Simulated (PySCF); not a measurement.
The chloronium Ion, H2Cl (charge +1).
SMILES with atom numbers: `[ClH2+:1]` (hydrogens: H2, H3 on Cl1)

Structure used (PBE0-D3(BJ)/def2-TZVP), in Å, numbered top down from 1:
```
atom  x, y, z in Å
Cl1   -0.4120    0.0926   -0.2787
H2    -1.3604   -0.8109   -0.3029
H3     0.5645   -0.7808   -0.3023
```

All values: wB97X-D/pcSseg-2 (PySCF, non-relativistic), on one gas-phase PBE0-D3(BJ)/def2-TZVP geometry that isn't relaxed in the solvent. The solvent is an IEF-PCM continuum (Bondi radii, 1.10 Å for H, scaled by 1.2). The model holds no explicit solvent molecules, cavitation or dispersion.

Gas phase at wB97X-D/pcSseg-2: HOMO -20.82 eV, LUMO -6.15 eV.

Problem. What does the continuum do to the energy and the frontier levels at wB97X-D/pcSseg-2 in chloroform?

Solution. 
```csv
solvent,ε,E(solvent) − E(gas) (kcal/mol),polarisation term (kcal/mol),distortion of the solute (kcal/mol),HOMO (eV),LUMO (eV)
chloroform,4.711,-64.02,-64.37,0.35,-15.62,-0.84
```

The first energy column is the sum of the next two and covers electrostatics alone.

Problem. Which radius a makes Born's formula ΔE = −(q²/2a)(1 − 1/ε) give the value in chloroform?

Solution. a = q²(1 − 1/ε)/(2|ΔE|) = 2.04 Å, with q = +1 e and |ΔE| = 0.1020 Eh; the farthest nucleus lies 1.01 Å from the centroid of the nuclei. The formula assumes a point charge at the centre of a sphere.

wB97X-D is run here without its empirical dispersion term; that term would change no orbital, density or response property at a fixed geometry.
